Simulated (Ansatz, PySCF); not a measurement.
System: methyl chloride, CH3Cl, charge 0, multiplicity 1. 
Coordinates optimised at B3LYP-D3(BJ)/def2-TZVP (Ansatz, a program for electronic structure):
SMILES: CCl
```xyz
5

C      0.0082     0.0133    -1.1337
Cl    -0.0048    -0.0077     0.6605
H      0.0175     1.0478    -1.4634
H      0.8997    -0.5040    -1.4752
H     -0.8852    -0.4920    -1.4879
```
Charge 0, spin multiplicity 1.

Dipole moments at this geometry, in debye (magnitudes).

| level | program | dipole (D) |
|---|---|---|
| BLYP/def2-TZVPD | Ansatz | 1.90 |
| revPBE/def2-TZVPD | Ansatz | 1.90 |
| BP86/def2-TZVPD | PySCF | 1.91 |
| M06-L/def2-TZVPD | PySCF | (withheld) |
| r2SCAN/def2-TZVPD | Ansatz | 1.98 |
| B97M-V/def2-TZVPD | Ansatz | 1.95 |
| B3LYP/def2-TZVPD | Ansatz | 1.95 |
| BHLYP/def2-TZVPD | Ansatz | 2.03 |
| MN15/def2-TZVPD | PySCF | 2.01 |
| HSE06/def2-TZVPD | Ansatz | 1.97 |
| LC-wPBE/def2-TZVPD | Ansatz | 2.00 |
| wB97X-V/def2-TZVPD | Ansatz | 2.00 |
| CCSD(T)/aug-cc-pV(D+d)Z | Ansatz | (withheld) |

**Question.** What belongs in the gaps?

**Answer.** 
- M06-L/def2-TZVPD, dipole (D): 1.89
- CCSD(T)/aug-cc-pV(D+d)Z, dipole (D): 1.94

Measured: 1.87 D (NIST CCCBDB, as tabulated in the package chemicals), a vibrational average. This is an older compilation, not checked against later work.
